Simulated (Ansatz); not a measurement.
# AlSiH (singlet): wave-function methods side by side at angle Si1–Al2–H3 = 180.0°, 6-31G

One table from this session's results is given with a row withheld; the runs are named, their logs left out.

Computed with Ansatz 0.2.0, Gaussian basis. Level: 6-31G, core rule «outside noble gas», up to 10 orbitals frozen.

The runs, in order: UHF; CCSD(T) on RHF; CCSD(T) on UHF; BCCD(T) on RHF; CISD; CCSDT(Q) on RHF; CCSDT(Q) on UHF; CCSDTQ on RHF; CCSDTQ on UHF; CASSCF and MRCISD+Q, 2 electrons in 2 orbitals; CASSCF and NEVPT2, 2 electrons in 2 orbitals; CASSCF and MRCISD+Q, 8 electrons in 9 orbitals; CASSCF and NEVPT2, 8 electrons in 9 orbitals; Full CI.

11 further runs of the same task are left out: 7 that didn't finish, 4 set aside as unsound or not needed.

### What is computed

The geometry derives from a PBE0/def2-TZVP stationary point (not a proven minimum). One angle is set to the value named; bond lengths are kept.

3 atoms, charge 0, spin multiplicity 1.

Atoms are counted from 1 here; the program's logs count them from 0.

Bond lengths: Si1–Al2 2.354 Å, Al2–H3 1.595 Å. Angles: Si1–Al2–H3 180.0°.

Set-up of the first run:

in.yaml reads:

```yaml
crystal:
  periodic: [false, false, false]
  atoms:
    - {symbol: Si, position_ang: [0.000000, 0.000000, 2.100805]}
    - {symbol: Al, position_ang: [0.000000, 0.000000, -0.252999]}
    - {symbol: H, position_ang: [0.000000, 0.000000, -1.847805]}
basis:
  gaussian: {orbitals: 6-31G}
magnetization: {spin_polarized: true, initial_magnetization: 0}
hamiltonian: {xc: hf}
output: {orbitals: {seedname: orbitals}}
```

Run with:

```sh
> ansatz run in.yaml --threads 1 --pin off --events-out ev --progress --plain --max-ram 2393MiB
```

Among the steps run: UHF; CCSD(T) on RHF; CCSD(T) on UHF; BCCD(T) on RHF; CISD; CCSDT(Q) on RHF; CCSDT(Q) on UHF; CCSDTQ on RHF; CCSDTQ on UHF; CASSCF and MRCISD+Q, 2 electrons in 2 orbitals; CASSCF and NEVPT2, 2 electrons in 2 orbitals; CASSCF and MRCISD+Q, 8 electrons in 9 orbitals; CASSCF and NEVPT2, 8 electrons in 9 orbitals; Full CI.

One of the session's tables, all rows but one given; the rest of the session is left out.

```
          method  from FCI (kJ/mol)
             RHF             +277.5
            RMP2              +87.7
            CISD              +37.3
           RCCSD                  ?
        RCCSD(T)              +10.7
         BCCD(T)              +11.0
          RCCSDT               +4.8
       RCCSDT(Q)               +1.0
         RCCSDTQ               +0.2
  CASSCF valence              +62.5
  NEVPT2 valence              +19.4
  MRCISD valence               +1.6
MRCISD+Q valence               +0.2
             FCI                  0
```

Q: Estimate the row for RCCSD from the others.

**Answer.** from FCI (kJ/mol): +18.8. In the column «from FCI (kJ/mol)» it lies between BCCD(T) (+11.0) and NEVPT2 valence (+19.4).

Among the levels timed on like hardware and quicker than the yardstick, those that no quicker one beats, quickest first: BCCD(T) (0.63 s, +11.0 kJ/mol); RCCSD(T) (0.72 s, +10.7 kJ/mol); RCCSDT(Q) (1.4 s, +1.0 kJ/mol); RCCSDTQ (8 s, +0.2 kJ/mol); MRCISD+Q valence (9 s, +0.2 kJ/mol).

Not comparable, so not listed: CASSCF and MRCISD+Q, 2 electrons in 2 orbitals (they don't share determinant, frozen orbitals or solution with the rows shown, or repeat one).

Limits of these values: The report flags that the cluster equations may have other roots. The yardstick is full CI for this spin, exact in this basis with these frozen cores. Left out of the table: CASSCF pair, NEVPT2 pair (the active space lost an orbital or holds another state than full CI finds). Left out of the table: UHF, UMP2, UCCSD, UCCSD(T), UCCSDT, UCCSDT(Q), UCCSDTQ (another determinant or state than the rows shown). The program flags RCCSDT(Q), RCCSDTQ as in doubt, so those rows may rest on another solution; read them beside their warnings. With 2.1 effectively unpaired electrons against 0 the state is strongly multireference. Of the multireference levels listed MRCISD+Q valence comes nearest in total energy (+0.2 kJ/mol), which doesn't show that its space is the better one. Warnings in the runs' records: large difference, other roots, passed over end.
